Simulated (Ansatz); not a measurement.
We consider zinc-blende BeSe, described by PBE (PAW; Ansatz, a quantum-chemistry and plane-wave program).

Excerpt of the program's output:

```
Crystal: 2 atoms, lattice volume = 36.086 Å³
Basis set: ecut = 520 eV, 941 PW (Γ), exchange–correlation on 60×60×60 points (8 copies of the dense FFT grid, shifted against one another)
Bands: 13, of which v1, the nominal top of the filled ones, is band 9 counted from 1 (8 counted from 0)
Symmetry: 24 space group operations
Space group: F-43m (ITA 216), of the structure as read, at distance tolerance 3.3e-5 Å
k-points: 72 of 1728 (time reversal used)
Functional: x = pbe(κ = 0.804, μ = 0.2195149727645171), c = pbe(β = 0.06672455060314922)
SCF iter   1: F=—  HF=-5563.425941 eV  |F-HF|=—  |Δ(HF+E_count)|=         —  Δρ=3.92e-4  dr2=1.31e-5
SCF iter   2: F=—  HF=-5563.425927 eV  |F-HF|=—  |Δ(HF+E_count)|=   1.35e-5  Δρ=3.54e-4  dr2=5.16e-5
  ...
SCF iter   8: F=—  HF=-5563.425943 eV  |F-HF|=—  |Δ(HF+E_count)|=   3.02e-9  Δρ=9.62e-7  dr2=5.49e-10
SCF iter   9: F=-5563.425943 eV  HF=-5563.425943 eV  |F-HF|=2.46e-11  |Δ(HF+E_count)|=  2.36e-10  Δρ=2.02e-7  dr2=2.44e-11
SCF 1 converged in 9 iterations: F = -5563.425943 eV  dr2 = 2.44e-11
SCF converged after 9 iterations
Free energy (F): -5563.425943 eV
Internal energy: -5563.425943 eV  (E = F + TS)
E sigma→0 (E₀):  -5563.425943 eV
Fermi energy:    7.605815 eV
--- Stress (GPa, compression-positive) ---
       -2.722760       0.000000      -0.000000
       -0.000000      -2.722760       0.000000
       -0.000000       0.000000      -2.722760
  P = ⅓ Tr σ = -2.7228 GPa (-27.228 kbar)
```

Write an input file that could have produced this run (the log leaves some choices open).

One answer among several that fit: 
Ansatz 0.2 input:
```yaml
crystal:
  lattice:
    - [0.0, 2.6228370868, 2.6228370868]
    - [2.6228370868, 0.0, 2.6228370868]
    - [2.6228370868, 2.6228370868, 0.0]
  atoms:
    - { symbol: Be, position: [0.0, 0.0, 0.0] }
    - { symbol: Se, position: [0.25, 0.25, 0.25] }
basis:
  ecutwfc: 520
  ecutrho_ratio: 4
  xc_grid: 2
kpoints:
  mp_grid: { grid: [12, 12, 12] }
hamiltonian:
  xc: pbe
  dispersion: none
  pseudopotentials: { kind: paw }
scf:
  occupations: { method: fermi_dirac, width: 0.01 }
  convergence: { dr2_threshold: 0.0000000002 }
output:
  forces: true
  stress: true
  eigenvalues: true
```

The cell is one volume of an energy–volume scan, off the minimum.

The result took about 4 core-seconds (a rough figure).
